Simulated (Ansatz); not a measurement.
# CH5Al (AlH2Me) at 6 levels

We compute a comparison of 6 runs (BHLYP/STO-3G, revPBE/STO-3G, wB97X/STO-3G, CCSDT/STO-3G, UCCSD(T)/STO-3G, FCI/STO-3G) of CH5Al (AlH2Me). 

Program for the calculation: Ansatz 0.2.0.

56 further runs of the same task are left out: 2 that didn't finish, 54 set aside as unsound or not needed.

## (1) The structure to begin with

CH5Al: 7 atoms, total charge 0, spin state singlet. SMILES: `[H][Al]([H])[CH3]`. The H3–Al1 distance was set to 2.327 Å, away from the relaxed value. At this shape a bond of the SMILES string is far longer than usual.

Bond lengths: Al1–C4 1.985 Å, Al1–H2 1.551 Å, C4–H5 1.097 Å, C4–H6 1.098 Å, C4–H7 1.098 Å. Angles: Al1–C4–H5 113.2°, Al1–C4–H6 112.2°, Al1–C4–H7 112.2°, H2–Al1–C4 123.8°, H5–C4–H6 106.1°, H5–C4–H7 105.9°, H6–C4–H7 106.7°.

## (2) A single-point energy at BHLYP/STO-3G (run 1)

The input, run.yaml:

```yaml
crystal:
  periodic: [false, false, false]
  atoms:
    - {symbol: Al, position_ang: [0.876882, 0.231201, 0.012149]}
    - {symbol: H, position_ang: [2.424252, 0.335951, 0.054459]}
    - {symbol: H, position_ang: [-0.157080, 2.315610, -0.032820]}
    - {symbol: C, position_ang: [-0.112158, -1.489319, 0.012239]}
    - {symbol: H, position_ang: [-0.233968, -1.918619, -0.990111]}
    - {symbol: H, position_ang: [-1.124598, -1.385069, 0.423819]}
    - {symbol: H, position_ang: [0.394532, -2.258419, 0.610189]}
basis:
  gaussian: {orbitals: STO-3G}
accuracy: high
hamiltonian: {xc: {name: BHLYP}}
```

Command:

```bash
ansatz run run.yaml --threads 1 --pin off --max-ram 2610MiB --events-out events.jsonl --progress --plain --runs-dir runs
```

Output:

```text
Warning: RAYON_NUM_THREADS=1 ignored (pool sized by the plan → 1); use --threads N
Functional definition: BHLYP
  name "BHLYP"
  parameter a = 0.5
  exchange = (1 - a)*b88_x + a*exact_x
  correlation = lyp_c
334 factors; integrals over basis functions are off by at most 1.5e-8 eV
mean field evaluation 1: about -7616.2036 eV, gradient 2.0e1 eV
mean field evaluation 2: about -7616.5754 eV, gradient 1.8e1 eV
mean field evaluation 4: about -7618.6223 eV, gradient 5.7e-1 eV
mean field evaluation 8: about -7618.5838 eV, gradient 1.9e-3 eV
mean field evaluation 16: about -7618.5838 eV, gradient 2.7e-8 eV
mean field -7618.58380601 eV, -279.9777908092 hartree, gradient 2.7e-8 eV, S^2 0.000000; 0 other end points of the search recorded, 0 dependent functions left out
reference -7618.58382746 eV, -279.9777915977 hartree; 12, 12 occupied and 7, 7 virtual orbitals, 334 factors
Total energy: -7618.58382746 eV, -279.9777915977 hartree
```

It took 1.1 s on 1 thread of Arm Neoverse V2, shared host; peak memory 0.098 GiB.

## (3) A single-point energy at revPBE/STO-3G (run 2)

The input, in.yaml:

```yaml
crystal:
  periodic: [false, false, false]
  atoms:
    - {symbol: Al, position_ang: [0.876882, 0.231201, 0.012149]}
    - {symbol: H, position_ang: [2.424252, 0.335951, 0.054459]}
    - {symbol: H, position_ang: [-0.157080, 2.315610, -0.032820]}
    - {symbol: C, position_ang: [-0.112158, -1.489319, 0.012239]}
    - {symbol: H, position_ang: [-0.233968, -1.918619, -0.990111]}
    - {symbol: H, position_ang: [-1.124598, -1.385069, 0.423819]}
    - {symbol: H, position_ang: [0.394532, -2.258419, 0.610189]}
basis:
  gaussian:
    orbitals: STO-3G
accuracy: high
hamiltonian:
  xc: {name: revPBE}
```

Command:

```bash
ansatz run in.yaml --threads 1 --pin off --max-ram 2610MiB --events-out events.jsonl --progress --plain --runs-dir runs
```

Output:

```text
Warning: RAYON_NUM_THREADS=1 ignored (pool sized by the plan → 1); use --threads N
Functional definition: revPBE
  name "revPBE"
  parameter kappa = 1.245
  parameter beta = 0.06672455060314922
  exchange = pbe_x(kappa = kappa, mu = beta*pi^2/3)
  correlation = pbe_c(beta = beta)
334 factors; integrals over basis functions are off by at most 1.5e-8 eV
mean field evaluation 1: about -7613.9550 eV, gradient 2.9e1 eV
mean field evaluation 2: about -7606.1221 eV, gradient 3.7e1 eV
mean field evaluation 4: about -7618.1348 eV, gradient 2.7e0 eV
mean field evaluation 8: about -7618.0760 eV, gradient 2.4e-1 eV
mean field evaluation 16: about -7618.0764 eV, gradient 3.1e-6 eV
mean field -7618.07640761 eV, -279.9591442621 hartree, gradient 3.4e-8 eV, S^2 0.000000; 0 other end points of the search recorded, 0 dependent functions left out
reference -7618.07641036 eV, -279.9591443632 hartree; 12, 12 occupied and 7, 7 virtual orbitals, 334 factors
Total energy: -7618.07641036 eV, -279.9591443632 hartree
```

Wall time 1.1 s (1 thread of Arm Neoverse V2, shared host); peak memory 0.098 GiB.

Runs 3 to 5 aren't shown in full; the table further down has their settings and results.

## (4) A single-point energy at FCI/STO-3G (run 6)

The input, molecule.yaml:

```yaml
crystal:
  periodic: [false, false, false]
  atoms:
    - {symbol: Al, position_ang: [0.876882, 0.231201, 0.012149]}
    - {symbol: H, position_ang: [2.424252, 0.335951, 0.054459]}
    - {symbol: H, position_ang: [-0.157080, 2.315610, -0.032820]}
    - {symbol: C, position_ang: [-0.112158, -1.489319, 0.012239]}
    - {symbol: H, position_ang: [-0.233968, -1.918619, -0.990111]}
    - {symbol: H, position_ang: [-1.124598, -1.385069, 0.423819]}
    - {symbol: H, position_ang: [0.394532, -2.258419, 0.610189]}
basis:
  gaussian:
    orbitals: STO-3G
total_charge: 0
correlation:
  method: fci
  frozen_orbitals: {Al: 5, C: 1, H: 0}
accuracy: high
```

Command:

```bash
ansatz run molecule.yaml --threads 1 --pin off --max-ram 2610MiB --events-out events.jsonl --progress --plain --runs-dir runs
```

Output:

```text
Warning: RAYON_NUM_THREADS=1 ignored (pool sized by the plan → 1); use --threads N
Functional definition: HF
  name "HF"
  exchange = exact_x
  correlation = 0
334 factors; integrals over basis functions are off by at most 1.5e-8 eV
mean field evaluation 1: about -7594.5861 eV, gradient 1.7e1 eV
mean field evaluation 2: about -7594.6175 eV, gradient 1.7e1 eV
mean field evaluation 4: about -7596.6124 eV, gradient 1.2e0 eV
mean field evaluation 8: about -7596.6175 eV, gradient 1.5e-5 eV
mean field -7596.61747972 eV, -279.1705432073 hartree, gradient 7.0e-9 eV, S^2 0.000000; 0 other end points of the search recorded, 0 dependent functions left out; unrestricted orbitals would lower it
mean field evaluation 16: about -7597.0375 eV, gradient 3.6e-1 eV
6 core orbitals not correlated: weight in the atoms' cores, before any rotation towards them, 1.000 or more for the frozen orbitals, at most 0.000 for the correlated occupied ones
reference -7596.61747972 eV, -279.1705432073 hartree; 6, 6 occupied and 7, 7 virtual orbitals, 334 factors
state -7600.83412592 eV, -279.3255020971 hartree
Total energy: -7600.83412592 eV, -279.3255020971 hartree
```

Wall time 12 s (1 thread of Arm Neoverse V2, shared host); peak memory 0.28 GiB.

## (5) The series

| run | level | frozen core orbitals | energy (Eh) | wall time |
| --- | --- | --- | --- | --- |
| 1 | BHLYP/STO-3G | – | -279.977792 | 1.1 s |
| 2 | revPBE/STO-3G | – | -279.959144 | 1.1 s |
| 3 | wB97X/STO-3G | – | -279.990996 | 4.8 s |
| 4 | CCSDT/STO-3G | 6 | -279.325420 | 0.24 s |
| 5 | UCCSD(T)/STO-3G | 6 | -279.324402 | 0.26 s |
| 6 | FCI/STO-3G | 6 | -279.325502 | 12 s |

## (6) Summary of results

```
                                          quantity          value
                               run 6: total energy  -279.32550 Eh
run 6: correlation energy (6 core orbitals frozen)     -155.0 mEh
```

**Reading.** Against full CI in this basis: CCSDT +0.1 mEh; UCCSD(T) +1.1 mEh. Totals of different functionals can't be ranked against each other. In run 4 the log says that unrestricted orbitals would lower the reference, so the values rest on an unstable closed-shell determinant (other closed-shell runs at this shape may share the fault). In runs 1, 2, 3, 4, 5, 6 the basis is minimal, so the values are rough. Spin contamination of the reference: run 5 ⟨S²⟩ = 0.52. All runs together took 19 s, the longest 12 s.
